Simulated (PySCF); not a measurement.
Tetramethylene sulfoxide, C4H8OS.
Cartesian coordinates in Å at the GFN2-xTB level; atoms count from 1:
```xyz
14
C4H8OS angstrom
O      0.282    1.656    1.971
S      0.195    1.644    0.510
C     -1.278    0.569    0.107
C     -0.777   -0.649   -0.647
C      0.590   -0.978   -0.057
C      1.363    0.325   -0.085
H     -1.707    0.310    1.074
H     -1.990    1.162   -0.461
H     -1.470   -1.486   -0.548
H     -0.670   -0.416   -1.709
H      0.477   -1.312    0.976
H      1.098   -1.761   -0.621
H      1.651    0.603   -1.098
H      2.234    0.334    0.565
```

Method: TDDFT B3LYP/def2-SVPD, vertical, gas phase, core orbitals frozen in the response (PySCF 2.14.0, density-fitted response routines).

Ground-to-excited transition dipoles (e·a0, same axes as the geometry; the sign carries no meaning), for the states with f of 0.002 or more among the lowest 8:

```csv
state,E (eV),μx,μy,μz
S1,5.502,0.117,-0.080,0.182
S2,5.620,-0.503,-0.003,0.086
S3,5.749,0.019,0.405,-0.030
S4,6.255,0.008,-0.283,0.375
S6,6.574,0.023,-0.197,0.068
S7,6.705,-0.071,-0.086,0.088
S8,6.789,0.015,-0.046,0.134
```

(1) What oscillator strength does each state have?

(2) What angle do the transition dipoles of S2 and S4 make?

(3) How is the summed strength of these states shared among x, y and z?

(4) What peak molar absorption coefficient would the strongest computed level give as a lone Gaussian band 0.3 eV wide at half height?

Results:

(1) f = (2/3) ΔE |μ|² with ΔE in hartree (27.2114 eV).

| state | \|μ\|² (au) | \|μ\| (D) | f |
| --- | --- | --- | --- |
| S1 | 0.053 | 0.59 | 0.007 |
| S2 | 0.260 | 1.30 | 0.036 |
| S3 | 0.165 | 1.03 | 0.023 |
| S4 | 0.221 | 1.19 | 0.034 |
| S6 | 0.044 | 0.53 | 0.007 |
| S7 | 0.020 | 0.36 | 0.003 |
| S8 | 0.020 | 0.36 | 0.003 |

(2) |cos θ| = |μa·μb| / (|μa| |μb|) = 0.12, so θ ≈ 83° (taken between 0 and 90°, since the signs are arbitrary).

(3) (2/3) Σ ΔE μα² gives 0.038 for x, 0.044 for y and 0.032 for z, 0.114 in all.

(4) ε(max) = 2.175×10⁸ f / FWHM, with the width in cm⁻¹. S2: 2.175×10⁸ × 0.0359 / 2420 ≈ 3200 L mol⁻¹ cm⁻¹.

Time: 25 s wall. Hardware: one thread of an Arm Neoverse V2, no GPU (shared host).

One conformer stands for the species.
